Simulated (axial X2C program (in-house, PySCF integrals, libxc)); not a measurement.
C₂⁺: properties at the nuclei

Calculated with an in-house all-electron X2C program for linear molecules (integrals from PySCF): two-component X2C with atomic mean-field Coulomb and Gaunt terms, Gaussian nuclei, basis C dyall-v3z with contracted cores.

R = 1.404 Å (near the PBE0 minimum at charge 1 of the determinant lowest at the starting distance; the state shown can have its own minimum elsewhere).

Input and command:
```json
{"zs": [6, 6], "q": 1, "bas": ["dyall-v3z", "dyall-v3z"], "r0": 1.34, "levels": ["PBE0", "HF", "PBE50", "BP86", "BHandHLYP"], "nst": 3}
```
```bash
python soeom.py task.json out
```

Keys: zs atomic numbers; q charge; bas basis sets; r0 starting distance in Å; levels methods; nst determinants followed.

Determinant lowest in the PBE0 search, Ω = 3/2 (⟨Sz⟩ = 1.50, ⟨Lz⟩ = 0.00 at PBE0), spin on the atoms C 0.75, C 0.75:

```json
{"level": "PBE0", "A∥/gI C (MHz)": "42.3", "qzz C (a.u.)": "-0.58"}
{"level": "HF", "A∥/gI C (MHz)": "16.1", "qzz C (a.u.)": "-0.57"}
{"level": "PBE50", "A∥/gI C (MHz)": "31.3", "qzz C (a.u.)": "-0.57"}
{"level": "BP86", "A∥/gI C (MHz)": "57.8", "qzz C (a.u.)": "-0.59"}
{"level": "BHandHLYP", "A∥/gI C (MHz)": "44.1", "qzz C (a.u.)": "-0.59"}
```

Determinant 1.33 eV from it at PBE0 and this distance, Ω = 1/2 (⟨Sz⟩ = 0.50, ⟨Lz⟩ = 0.00 at PBE0), spin on the atoms C 0.25, C 0.25:

```tsv
level	A∥/gI C (MHz)	qzz C (a.u.)
PBE0	177	-0.58
HF	77.1	-0.57
PBE50	141	-0.57
BP86	217	-0.59
BHandHLYP	159	-0.59
```

A∥ (defined per Ω) follows by multiplying with gI = μI/(I μN); qzz is the electric field gradient, eQq0 = 234.96 MHz × Q/barn × qzz. The operators were transformed with the bare-nucleus X2C matrices; with these basis sets, hyperfine constants and field gradients can be off by tens of per cent, and where levels differ in sign neither size nor sign is settled.

Each state is one determinant with collinear spin, which with several unpaired electrons need not be a pure state. Unrestricted Hartree–Fock can overshoot spin polarisation at the nuclei. This is the top spin component of a Σ state; components of lower Ω are not single determinants and can lie lower. With several open shells hyperfine constants can be off by a factor of several. States lie within half an eV, so the first need not be the ground state. Further determinants of the search, some of them spin-mixed, are not shown. Where a field gradient or hyperfine factor spreads by more than a factor of two over the levels, a constant derived from it is not to be relied on. PBE0 term energies can be off by some tenths of an eV.
